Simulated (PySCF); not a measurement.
Dissociation curve of SMILES CC#N (C2H3N). The C1–H6 bond (C1 also carries C, H, H; H6 carries nothing else) is stretched with both fragments frozen at the PBE0/def2-TZVP optimised geometry.

Methods: UKS-BHandHLYP = unrestricted BHandHLYP/def2-TZVP run with PySCF; RHF/def2-TZVP (PySCF); RKS-BHandHLYP = restricted BHandHLYP/def2-TZVP (PySCF 2.14.0).

Magnitude of the dipole moment (D; its direction can reverse along the curve, and a method can change to another solution) and Mulliken charge of the fragment that holds C1:

| R / Å | μ UKS-BHandHLYP | q UKS-BHandHLYP | μ RHF | q RHF | μ RKS-BHandHLYP | q RKS-BHandHLYP |
|---|---|---|---|---|---|---|
| 0.87 | 4.09 | -0.15 | 4.22 | -0.14 | 4.09 | -0.15 |
| 0.93 | 4.10 | -0.15 | 4.23 | -0.14 | 4.10 | -0.15 |
| 0.97 | 4.10 | -0.16 | 4.22 | -0.15 | 4.10 | -0.16 |
| 1.02 | 4.10 | -0.16 | 4.22 | -0.15 | 4.10 | -0.16 |
| 1.07 | 4.09 | -0.16 | 4.21 | -0.15 | 4.09 | -0.16 |
| 1.09 | 4.09 | -0.16 | 4.21 | -0.15 | 4.09 | -0.16 |
| 1.12 | 4.08 | -0.16 | 4.21 | -0.16 | 4.08 | -0.16 |
| 1.16 | 4.08 | -0.16 | 4.20 | -0.16 | 4.08 | -0.16 |
| 1.20 | 4.07 | -0.16 | 4.18 | -0.16 | 4.07 | -0.16 |
| 1.27 | 4.05 | -0.16 | 4.16 | -0.16 | 4.05 | -0.16 |
| 1.35 | 4.02 | -0.16 | 4.13 | -0.16 | 4.02 | -0.16 |
| 1.47 | 3.96 | -0.15 | 4.06 | -0.16 | 3.96 | -0.15 |
| 1.64 | 3.86 | -0.13 | 3.96 | -0.14 | 3.86 | -0.13 |
| 1.81 | 3.74 | -0.11 | 3.84 | -0.11 | 3.74 | -0.11 |
| 1.98 | 3.64 | -0.08 | 3.71 | -0.09 | 3.62 | -0.09 |
| 2.19 | 3.54 | -0.05 | 3.57 | -0.06 | 3.49 | -0.06 |
| 2.38 | 3.49 | -0.03 | 3.47 | -0.03 | 3.38 | -0.04 |
| 2.65 | 3.46 | -0.02 | 3.36 | 0.00 | 3.26 | -0.02 |
| 2.94 | 3.45 | -0.01 | 3.31 | 0.03 | 3.18 | 0.00 |
| 3.29 | 3.44 | 0.00 | 3.30 | 0.05 | 3.12 | 0.02 |

The unrestricted determinant behind UKS-BHandHLYP is spin-contaminated at 1.98 to 3.29 Å (<S²> up to 1.0, against 0.00 for a pure singlet). The restricted form behind RHF, RKS-BHandHLYP keeps the bonding electrons paired and can't separate into open-shell fragments.
